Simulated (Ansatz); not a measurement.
All values below come from frozen-core CCSD(T)/cc-pVTZ // PBE0-D3(BJ)/def2-TZVP (Ansatz, a first-principles code).

Ansatz 0.2 input:
```yaml
crystal:
  periodic: [false, false, false]
  atoms:
    - { symbol: C, position_ang: [-0.031341, 0.002297, -0.043638] }
    - { symbol: O, position_ang: [1.306911, -0.080316, 0.152668] }
    - { symbol: H, position_ang: [-0.474983, 0.02471, 0.971482] }
    - { symbol: H, position_ang: [-0.455542, -0.880791, -0.543842] }
    - { symbol: H, position_ang: [-0.345045, 0.934099, -0.53667] }
basis:
  gaussian: { orbitals: cc-pVTZ }
correlation:
  method: ccsd_t
magnetization:
  spin_polarized: true
  initial_magnetization: 1
```

Output:

```
Functional definition: HF
581 factors; integrals over basis functions are off by at most 1.1e-3 eV
mean field evaluation 1: about -3112.0408 eV, gradient 1.8e1 eV
mean field evaluation 2: about -3112.0419 eV, gradient 1.8e1 eV
mean field evaluation 4: about -3114.5045 eV, gradient 3.7e0 eV
mean field evaluation 8: about -3114.7650 eV, gradient 2.0e-1 eV
mean field evaluation 16: about -3114.7233 eV, gradient 1.4e0 eV
mean field evaluation 32: about -3114.7607 eV, gradient 6.5e-2 eV
mean field evaluation 64: about -3114.6284 eV, gradient 5.3e-2 eV
mean field -3114.76549480 eV, -114.4655206700 hartree, gradient 2.7e-6 eV, S^2 0.759572; 4 other end points of the search recorded, 0 dependent functions left out
determinant -3114.76549480 eV, -114.4655206700 hartree, with singles and doubles -3125.63944989 eV, -114.8651311488 hartree
determinant -3114.62845970 eV, -114.4604847231 hartree, with singles and doubles -3125.47869929 eV, -114.8592236735 hartree
determinant -3114.76549480 eV, -114.4655206700 hartree, with singles and doubles -3125.55020001 eV, -114.8618512765 hartree
determinant -3114.62845970 eV, -114.4604847231 hartree, with singles and doubles -3125.38806292 eV, -114.8558928481 hartree
2 core orbitals not correlated
reference -3114.76549480 eV, -114.4655206700 hartree; 7, 6 occupied and 93, 94 virtual orbitals, 581 factors
second order -10.02932927 eV of doubles, -0.00000000 eV of singles
cycle   1  -10.78470620 eV  change   -9.9e-7 eV  update   4.3e-6
perturbative correction -0.34552828 eV, -0.0126979301 hartree
Total energy: -3125.89572928 eV, -114.8745492429 hartree
```

Cost: about 50 core-seconds (a rough figure).
